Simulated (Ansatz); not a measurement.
The first iterations of a band of AlClH$_{2}$ (4 atoms, charge 0, multiplicity 1).

All numbers below come from Ansatz, RKS r2SCANh-D4/cc-pVDZ.

```yaml
movable_images: 9
climbing_image: yes
spring: 2.0 to 10.0 eV/Å², energy-weighted
optimiser: quadratic models (default)
start_path: through a guess of the saddle point
force_threshold: 0.05 eV/Å
iteration_limit: 60
end_points: relaxed
```

Image 0:

```xyz
4
Properties=species:S:1:pos:R:3
Al 0.457 0.000 0.108
Cl 0.822 0.000 2.207
H 1.721 0.000 -0.838
H -1.053 0.000 -0.352
```

Image 10:

```xyz
4
Properties=species:S:1:pos:R:3
Al 0.040 0.000 -0.938
Cl 1.715 0.000 1.968
H 1.762 0.000 0.640
H -1.570 0.000 -0.546
```

| iteration | highest image above the first end (eV) | largest band force component (eV/Å) |
| --- | --- | --- |
| 1 | 3.443 | 3.987 |
| 2 | 3.053 | 2.193 |
| 3 | 2.991 | 0.887 |

Question: Does the band converge within its limit, and where does its top end?

Answer: The forces met the threshold. It ended after 10 iterations with the highest image 2.950 eV above the first end. Neighbouring images differ by up to 1.2 eV, so the band resolves the path poorly. Another band between the same ends (9 images) ends at a top of the same energy, where a vibrational analysis finds 1 clearly imaginary mode. The orbitals stay closed-shell, which can raise the energy where a bond breaks towards radicals; this wasn't checked here.

The run took 85 s on 1 thread of Intel(R) Xeon(R) 6975P-C (Granite Rapids), on a shared host, peak memory 0.13 GiB.
